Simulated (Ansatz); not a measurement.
2H WSe2 was calculated with RPBE (Ansatz, a first-principles code, plane waves, PAW).

Numerical settings: plane-wave cutoff 520 eV, 12×12×4 k mesh (along the axes of the cell as run), Fermi–Dirac smearing 0.01 eV, no spin polarisation, scalar-relativistic PAW data made under PBE.

Cell (measured lattice):

```
CELL_PARAMETERS angstrom
     -1.64100    -2.84230     0.00000
     -1.64100     2.84230     0.00000
      0.00000     0.00000   -12.96000
ATOMIC_POSITIONS crystal
  W  0.33333 0.66667 0.25000
  W  0.66667 0.33333 0.75000
  Se 0.33333 0.66667 0.87900
  Se 0.66667 0.33333 0.37900
  Se 0.66667 0.33333 0.12100
  Se 0.33333 0.66667 0.62100
```

Question: Estimate the band gap, smallest direct gap on the k points sampled and direct gap at Γ that the calculation returns.

Answer: 
band gap: 0.99 eV
smallest direct gap on the k points sampled: 1.55 eV
direct gap at Γ: 2.67 eV

Note: cell and atoms aren't relaxed at this level (largest force component 0.33 eV/Å, pressure 7.0 GPa).

Spin–orbit coupling is not included.
